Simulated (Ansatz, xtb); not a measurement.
**Relative energy of two isomers of C6H8**

Structure a: `C1=CCC=CC1`, a singlet. Structure b: `CC1=CCC=C1`, a singlet. Both are isolated molecules in the gas phase, relaxed with B3LYP-D3(BJ)/def2-SVP.

a (Å):

```xyz
14

C     1.2760    1.1744   -0.5597
C     2.2709    0.7042    0.2005
C     2.0858   -0.3655    1.2419
C     0.6653   -0.8507    1.3402
C    -0.3296   -0.3805    0.5801
C    -0.1444    0.6886   -0.4620
H     1.4843    1.9549   -1.2990
H     3.2821    1.1053    0.0745
H     2.4255    0.0073    2.2290
H     2.7612   -1.2184    1.0296
H     0.4568   -1.6308    2.0800
H    -1.3410   -0.7810    0.7065
H    -0.4832    0.3149   -1.4491
H    -0.8203    1.5413   -0.2508
```

b (Å):

```xyz
14

C     2.6102    1.3844   -0.1034
C     1.4348    0.5300    0.2558
C     0.2771    0.9095    0.8496
C    -0.6221   -0.2833    1.0182
C     0.1856   -1.4102    0.4344
C     1.3682   -0.9226    0.0000
H     2.4463    2.4354    0.1765
H     2.8138    1.3464   -1.1876
H     3.5266    1.0340    0.4023
H     0.0182    1.9216    1.1645
H    -1.5897   -0.1561    0.4952
H    -0.8794   -0.4678    2.0793
H    -0.1537   -2.4455    0.3831
H     2.1690   -1.4965   -0.4718
```

Quicker runs give these differences E(b) − E(a): GFN2-xTB −4.84 kcal/mol; HF/STO-3G +0.43 kcal/mol (at GFN2-xTB geometries); r2SCAN-D4/def2-SVP −2.04 kcal/mol (at GFN2-xTB geometries).

Which of the two would you expect CCSD(T)/def2-SVP + ΔMP2/def2-TZVPP electronic energies to favour?

Structure b; the calculation gives E(b) − E(a) = −1.54 kcal/mol.

Level by level:

| level | geometry | E(b) − E(a) (kcal/mol) | departure from the last row (kcal/mol) | job, with rough time for the two |
| --- | --- | --- | --- | --- |
| GFN2-xTB | GFN2-xTB | −4.84 | −3.31 | optimisation, 0.11 s |
| HF/STO-3G | GFN2-xTB | +0.43 | +1.97 | single point, 0.3 s |
| r2SCAN-D4/def2-SVP | GFN2-xTB | −2.04 | −0.51 | single point, 2.1 s |
| B3LYP-D3(BJ)/def2-SVP | B3LYP-D3(BJ)/def2-SVP | −0.47 | +1.07 | optimisation, 18 s |
| HF/def2-SVP | B3LYP-D3(BJ)/def2-SVP | +1.42 | +2.96 | part of the CCSD(T) run |
| MP2/def2-SVP | B3LYP-D3(BJ)/def2-SVP | −3.58 | −2.04 | part of the CCSD(T) run |
| CCSD(T)/def2-SVP | B3LYP-D3(BJ)/def2-SVP | −1.50 | +0.04 | single point |
| CCSD(T)/def2-SVP + ΔMP2/def2-TZVPP | B3LYP-D3(BJ)/def2-SVP | −1.54 |  | single point, 29 s |

As drawn, both hold the same kinds of bond in the same numbers. Structure a has 0 methyl groups, b 1. Structure a has a 6-membered ring, b a 5-membered ring.

HF/def2-SVP puts the two in the other order. HF/STO-3G, B3LYP-D3(BJ)/def2-SVP find them nearly level. The largest departure from CCSD(T)/def2-SVP + ΔMP2/def2-TZVPP is that of GFN2-xTB, 3.31 kcal/mol. The last row adds to CCSD(T) the change of the MP2 difference between the two basis sets, here −0.04 kcal/mol.

With thermal terms from frequencies at re-optimised GFN2-xTB minima (ideal gas, soft modes damped towards free rotors, one conformer each, 298.15 K, 1 atm): the zero-point term adds −0.63 kcal/mol; ΔH is −1.94 and ΔG −3.05 kcal/mol.

The correlated steps freeze 6 core orbitals. Programs: Ansatz 0.2.0, xtb 6.7.1; the last row on 2 threads of AMD EPYC 9R45 96-Core Processor (Zen 5) on a shared host.
